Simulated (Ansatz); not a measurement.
# ClH2SSi: composite energy at a relaxed geometry from a Python script

A script is to give a composite energy at a relaxed geometry; the system is ClH2SSi.

Program: Ansatz 0.2.0 through its Python package. The levels of theory stand in the script. These are calculated values, not measurements.

### Step 1. The system

Bond lengths: S1–Si2 2.092 Å, Si2–Cl3 2.036 Å, S1–H4 1.285 Å, Si2–H5 1.480 Å. Angles: S1–Si2–Cl3 108.5°, S1–Si2–H5 106.7°, Cl3–Si2–H5 108.1°, Si2–S1–H4 96.9°.

No structure file is read: the coordinates are typed or built in the script.

### Step 2. Script

Contents of run_composite.py:

```python
"""A composite energy for ClH2SSi: DFT geometry, MP2 basis limit, coupled-cluster correction."""

import itertools

import ansatz as az
from ase import Atoms
from ase.data import atomic_numbers, covalent_radii
import numpy as np


def main() -> None:
    atoms = Atoms(["S", "Si", "Cl", "H", "H"], positions=[
        (-1.4419, 0.1365, -0.2467),
        (0.6483, 0.146, -0.3413),
        (1.3305, 1.804, 0.6231),
        (-1.6014, -1.1161, -0.4823),
        (1.1144, -1.0439, 0.4058),
    ])
    mol = az.Crystal.molecule_from_ase(atoms)

    base = mol.calculation()
    base = base.basis(gaussian="def2-SVP")
    base = base.functional("PBE0")
    base = base.spin("collinear", total=1)
    symbols = [site.symbol for site in mol.cartesian_sites]
    start = np.array([site.position_ang for site in mol.cartesian_sites], dtype=float)
    data = base.relax(force_tolerance=0.01).run(threads=1).report
    end = np.array(data["positions_ang"])
    # pairs closer than 1.2 times the sum of covalent radii, before or after
    radius = [covalent_radii[atomic_numbers[s]] for s in symbols]
    span = lambda where, i, j: np.linalg.norm(where[i] - where[j])
    bonded = [(i, j) for i, j in itertools.combinations(range(len(symbols)), 2) if min(span(start, i, j), span(end, i, j)) < 1.2 * (radius[i] + radius[j])]
    print("pair        before    after (A)")
    for i, j in bonded:
        print(f"{symbols[i]}{i}-{symbols[j]}{j}".ljust(10), f"{span(start, i, j):8.4f} {span(end, i, j):8.4f}")

    minimum = az.Crystal.molecule()
    for symbol, place in zip(symbols, end):
        minimum = minimum.atom(symbol, place.tolist())
    at_minimum = minimum.calculation().spin("collinear", total=1)
    # MP2 extrapolated to the basis limit, plus the small-basis difference CCSD(T) - MP2
    level = lambda method, basis: at_minimum.basis(gaussian=basis).correlation(method).run(threads=1).report
    small, large, cluster = level("mp2", "cc-pVDZ"), level("mp2", "cc-pVTZ"), level("ccsd_t", "cc-pVDZ")
    corr = lambda each: (each["free_energy_ev"] - each["reference_energy_ev"]) / 27.211386246
    mp2_limit = (27 * corr(large) - 8 * corr(small)) / 19
    pieces = {"HF / cc-pVTZ": large["reference_energy_ev"] / 27.211386246, "MP2 correlation, DZ-TZ limit": mp2_limit, "CCSD(T) - MP2 / cc-pVDZ": corr(cluster) - corr(small)}
    for name, value in pieces.items():
        print(f"{name:32s} {value:14.6f} Ha")
    print(f"{'sum':32s} {sum(pieces.values()):14.6f} Ha")
    print("T1 diagnostic", round(cluster["correlation"]["coupled_cluster"]["t1_diagnostic"], 4))


if __name__ == "__main__":
    main()
```

### Step 3. The run

Run with:

```console
$ python run_composite.py
```

What it wrote:

```text
pair        before    after (A)
S0-Si1       2.0924   2.1457
S0-H3        1.2845   1.3536
Si1-Cl2      2.0358   2.0688
Si1-H4       1.4803   1.5033
HF / cc-pVTZ                       -1147.223500 Ha
MP2 correlation, DZ-TZ limit          -0.512657 Ha
CCSD(T) - MP2 / cc-pVDZ               -0.050663 Ha
sum                                -1147.786821 Ha
T1 diagnostic 0.0142
```

It took 38 s on 1 thread of Arm Neoverse V1, shared host; peak memory 0.33 GiB.

Lines on the test bed's own set-up are left out of the output.

A comment line of the script is reworded here; the code is as run.

### Step 4. How the relaxation of run 0 went

Relaxation path:

```csv
step,energy from step 1 (eV),largest force component (eV/Å)
1,0.0000,2.3233
2,-0.1088,0.6834
3,-0.1242,0.1354
4,-0.1290,0.0623
5,-0.1308,0.0937
6,-0.1320,0.0252
7,-0.1311,0.2110
8,-0.1325,0.0158
9,-0.1325,0.0348
10,-0.1326,0.0081
```

Step 1 is the start. Step 7 was tried and not accepted.

Before: Bond lengths: S1–Si2 2.092 Å, Si2–Cl3 2.036 Å, S1–H4 1.285 Å, Si2–H5 1.480 Å. Angles: S1–Si2–Cl3 108.5°, S1–Si2–H5 106.7°, Cl3–Si2–H5 108.1°, Si2–S1–H4 96.9°.

After: Bond lengths: S1–Si2 2.146 Å, Si2–Cl3 2.069 Å, S1–H4 1.354 Å, Si2–H5 1.503 Å. Angles: S1–Si2–Cl3 105.9°, S1–Si2–H5 111.3°, Cl3–Si2–H5 107.9°, Si2–S1–H4 93.1°.

Run 0 is this relaxation; the runs after it count from 1.

### Step 5. What each run gave

From the records of these 3 runs:

```csv
run,basis,method,energy (eV),<S²>,iterations in all,CPU time (s)
1,cc-pVDZ,mp2,-31225.5491,0.76,15,0.96
2,cc-pVTZ,mp2,-31230.1456,0.76,13,2.9
3,cc-pVDZ,ccsd_t,-31226.9277,0.76,29,4
```

### Step 6. Summary of results

| quantity | value |
| --- | --- |
| T1 diagnostic | 0.0142 |
| composite energy | -1147.786821 Ha |
| runs compared | 3 |

What this shows: In CPU time, run 3 cost about 4.2 times as much as run 1. A T1 diagnostic under about 0.02 supports a single-reference treatment, as here. Run 0: The relaxation took 8 moves; the largest shift is 0.193 Å, of atom 4 (H). Notes:
- The sum leaves out core correlation, relativity, the Hartree-Fock basis error and zero-point energy; a DZ-TZ extrapolation is rough.
- The species is open-shell (spin multiplicity 2).
- Inner cores stay frozen, so this is valence correlation.
- For Al to Cl the sets with a tight d function, cc-pV(X+d)Z, are usual.
- An extrapolation from small basis sets is rough.
